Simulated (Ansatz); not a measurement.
# C₃HCl (SMILES ClC1=C=C1): single points off equilibrium

The task here is to estimate one member of a computed series from the others.

The runs use Ansatz 0.2.0, Gaussian basis; single points in def2-TZVPP.

Cores are frozen in the correlated methods.

## Where the work starts

5 atoms, charge 0, spin multiplicity 1.

Atoms are counted from 1 here; the program's logs count them from 0.

Bond lengths: Cl1–C2 1.778 Å, C2–C3 1.286 Å, C2–C4 1.340 Å, C3–C4 1.397 Å, C4–H5 1.076 Å. Angles: Cl1–C2–C3 152.2°, Cl1–C2–C4 143.5°, C3–C2–C4 64.3°, C2–C3–C4 59.8°, C2–C4–C3 56.0°, C2–C4–H5 142.6°, C3–C4–H5 160.9°.

As a file:

```xyz
5
charge 0, multiplicity 1
Cl   -2.1334   -0.0128   -0.0562
C    -0.3851    0.3082   -0.1008
C     0.6270    1.0619   -0.3460
C     0.8172   -0.2428    0.1160
H     1.2985   -1.1693    0.3757
```

Set-up of the first run:

File run/in.yaml:

```yaml
crystal:
  periodic: [false, false, false]
  atoms:
    - {symbol: Cl, position_ang: [-2.133400, -0.012800, -0.056200]}
    - {symbol: C, position_ang: [-0.385100, 0.308200, -0.100800]}
    - {symbol: C, position_ang: [0.627000, 1.061900, -0.346000]}
    - {symbol: C, position_ang: [0.817200, -0.242800, 0.116000]}
    - {symbol: H, position_ang: [1.298500, -1.169300, 0.375700]}
basis:
  gaussian: {orbitals: def2-TZVPP}
correlation: {method: ccsd_t}
output: {forces: true}
```

The command line of these runs was not kept.

Steps of the session up to this table: CCSD(T)/def2-TZVPP; PBE0-D4/def2-TZVPP; wB97M-V/def2-TZVPP; r2SCAN-D4/def2-TZVPP; PBE-D4/def2-TZVPP; B97M-V/def2-TZVPP; r2SCANh-D4/def2-TZVPP.

One table of the session follows, with a row left open; its other results are not shown here.

```
    method  RMS force component (eV/Å)  angle to CCSD(T) forces (°)  dipole (D)
   CCSD(T)                       2.929                    reference        3.26
   PBE0-D4                           ?                            ?           ?
   wB97M-V                       2.640                          5.8        3.31
 r2SCAN-D4                       2.669                          5.3        3.29
    PBE-D4                       2.746                          3.0        3.24
    B97M-V                       2.670                          6.8        3.24
r2SCANh-D4                       2.650                          6.8        3.31
```

Q: Estimate the row for PBE0-D4 from the others.

**Answer.** RMS force component (eV/Å): 2.678; angle to CCSD(T) forces (°): 6.8; dipole (D): 3.30. In the column «RMS force component (eV/Å)» it lies between B97M-V (2.670) and PBE-D4 (2.746).
